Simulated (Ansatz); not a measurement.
# BSiH2 (doublet): from Hartree-Fock to the top rungs, def2-QZVPP

An exercise on one series of results from a longer session: the logs are not shown, and one member is left open.

Method: def2-QZVPP, core rule «outside noble gas», up to 6 orbitals frozen; program: Ansatz 0.2.0, Gaussian basis.

To be run: UHF; ROHF; CCSD(T) on UHF.

2 further runs of the same task are left out: 2 set aside as unsound or not needed.

## The geometry

The geometry is a PBE0/def2-TZVP stationary point (not a proven minimum).

4 atoms, charge 0, spin multiplicity 2.

Atoms are counted from 1 here; the program's logs count them from 0.

Bond lengths: Si1–B2 1.844 Å, B2–H3 1.322 Å, B2–H4 1.185 Å. Angles: Si1–B2–H3 66.1°, Si1–B2–H4 177.9°, H3–B2–H4 116.0°.

Set-up of the first run:

in.yaml reads:

```yaml
crystal:
  periodic: [false, false, false]
  atoms:
    - {symbol: Si, position_ang: [0.000000, -0.005322, 0.594837]}
    - {symbol: B, position_ang: [0.000000, -0.077872, -1.247918]}
    - {symbol: H, position_ang: [0.000000, 1.150544, -0.760155]}
    - {symbol: H, position_ang: [0.000000, -0.167010, -2.429569]}
basis:
  gaussian: {orbitals: "def2-QZVPP.json"}
magnetization: {spin_polarized: true, initial_magnetization: 1}
hamiltonian: {xc: hf}
output: {orbitals: {seedname: orbitals}}
```

Command:

```bash
$ ansatz run in.yaml --threads 1 --pin off --events-out ev --progress --plain --max-ram 4096MiB --backend cpu
```

Among the steps run: UHF; ROHF; CCSD(T) on UHF.

One of the session's tables, all rows but one given; the rest of the session is left out.

It belongs to the step «Misses and costs». 

```
  method  from UCCSD(T) (meV)
    ROHF              +6715.5
     UHF                    ?
    UMP2              +1077.4
   UCCSD               +312.1
UCCSD(T)                    0
```

Q: Estimate the row for UHF from the others.

The run gave: from UCCSD(T) (meV): +6626.0. In the column «from UCCSD(T) (meV)» it lies between UMP2 (+1077.4) and ROHF (+6715.5).
